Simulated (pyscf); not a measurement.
Thermochemistry of product channels of HN=SiH–Cl (SMILES N=[SiH]Cl) + NH₃ (SMILES N) on the singlet surface, in eV, from ωB97M-D3(BJ)/def2-TZVP energies (ideal gas, 1 atm, RRHO with modes under 100 cm⁻¹ raised to 100, one conformer, R ln 2 for chiral ones without a mode under 150 cm⁻¹). PySCF, gas phase, ωB97X-D3(BJ)/def2-SVP geometries.

| products | ΔE | ΔH(298 K) | ΔG(298 K) | ΔG(1200 K) |
|---|---|---|---|---|
| HN=Si(NH₂)–Cl (SMILES N=[Si](N)Cl) + H₂ (SMILES [H][H]) | [?] | -0.69 | -0.60 | [?] |
| H₂N–SiH(NH₂)–Cl (SMILES N[SiH](N)Cl) | -3.08 | -2.99 | -2.56 | -1.33 |

Problem. Fill in the missing entries.

Solution. 
- HN=Si(NH₂)–Cl (SMILES N=[Si](N)Cl) + H₂ (SMILES [H][H]), ΔE: -0.54
- HN=Si(NH₂)–Cl (SMILES N=[Si](N)Cl) + H₂ (SMILES [H][H]), ΔG(1200 K): -0.47

These are energies of the channels, which say nothing of barriers. HN=SiH–Cl lies 1.14 eV over its isomer H₂N–Si:–Cl [singlet] (electronic energy, ωB97M-D3(BJ)/def2-TZVP).
